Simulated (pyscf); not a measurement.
H₃C–N(CH₃)–Ti(NH₂)(NH₂)–NH₂ -> HN=Ti(NH₂)–NH₂ + H₃C–NH–CH₃, an elimination (singlet surface; N–Ti, H–N broken, H–N formed). PySCF, gas phase, ωB97X-D3(BJ)/def2-SVP geometries. Energies in eV from the reactant's lowest minimum found.

Small-basis levels: PySCF, no dispersion term, spherical d functions. 

Q: Quick B3LYP/6-31G*+LANL2DZ single points give ΔE‡ = 1.76 eV and ΔE = +2.04 eV. What does ωB97M-D3(BJ)/def2-TZVP give, and how far is the quick result from it?

A: ωB97M-D3(BJ)/def2-TZVP gives ΔE‡ = 1.68 eV and ΔE = +2.16 eV. B3LYP/6-31G*+LANL2DZ lies 0.09 eV over it in the barrier and 0.12 eV under it in the reaction energy, so on this step it holds to within 0.13 eV. ωB97M-D3(BJ)/def2-TZVP has limits of its own. On the reactant side the descent ends in a point that may be a rotor saddle (no frequency run), 0.06 eV over the lowest minimum found and 1.66 eV under the saddle at ωB97X-D3(BJ)/def2-TZVP. On the product side the descent ends in an adduct with a N–Ti contact (not fully relaxed), 1.68 eV under the separated species and 1.05 eV under the saddle at ωB97X-D3(BJ)/def2-TZVP. At ωB97M-D3(BJ) the saddle lies under the separated products, which points to a path from their complex (located at ωB97X-D3(BJ) alone), and parting the products costs more than the saddle. What is counted as broken (N–Ti) persists as a longer contact in the product adduct; parting that adduct is a step of its own. At the saddle there is also a short H–Ti contact that neither side keeps. H₃C–NH–CH₃ lies 0.34 eV over its isomer H₃C–CH₂–NH₂ (electronic energy, ωB97M-D3(BJ)/def2-TZVP). One saddle was located; it need not be the lowest between these sides.
